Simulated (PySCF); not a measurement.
NICS in isomers of C8H10O.

NICS = −σ at a ghost point: NICS(0) at the centroid of the ring atoms, NICS(1) 1 Å to either side along the normal of their mean plane, zz for the tensor component along that normal. Level: GIAO PBE0/pcSseg-1 (PySCF, non-relativistic, gas phase) on the PBE0-D3(BJ)/def2-SVP geometries, one conformer each. Atom numbers follow the mapped SMILES.

**Question.** Order these rings by mean NICS(1)zz, lowest (most negative) first (ppm).
A. ring C3–C4–C5–C6–C7–C9 in `[CH3:1][O:2][c:3]1[cH:4][cH:5][cH:6][c:7]([CH3:8])[cH:9]1`
B. ring C4–C5–C6–C7–C8–C9 in `[CH3:1][C@@H:2]([OH:3])[c:4]1[cH:5][cH:6][cH:7][cH:8][cH:9]1`
C. ring C3–C4–C5–C6–C7–C9 in `[CH:1]#[C:2][C@@H:3]1[CH2:4][CH2:5][CH2:6][C@@H:7]2[O:8][C@H:9]12`

**Answer.** B (-28.8), A (-26.2), C (2.7).

```
                      SMILES                                              ring  NICS(0)  NICS(1)  NICS(1)zz  HOMA  rms pucker (Å)  ring atoms with four or more neighbours
          C[C@@H](O)c1ccccc1  6-membered carbocycle; formal bonds all aromatic     -8.8    -11.5      -28.8  0.98            0.00                                        0
               COc1cccc(C)c1  6-membered carbocycle; formal bonds all aromatic     -9.3    -10.9      -26.2  0.97            0.00                                        0
C#C[C@@H]1CCC[C@@H]2O[C@H]12    6-membered carbocycle; formal bonds all single     -4.9     -3.5        2.7     –            0.20                                        6
```

NICS(0) gives another order. The isotropic NICS(1) gives the same order. HOMA uses Krygowski's 1993 parameters; it is left out where a ring has a four-coordinate atom, a triple bond, no multiple bond or a kind of bond without parameters. NICS(1) and NICS(1)zz are means over the two faces.
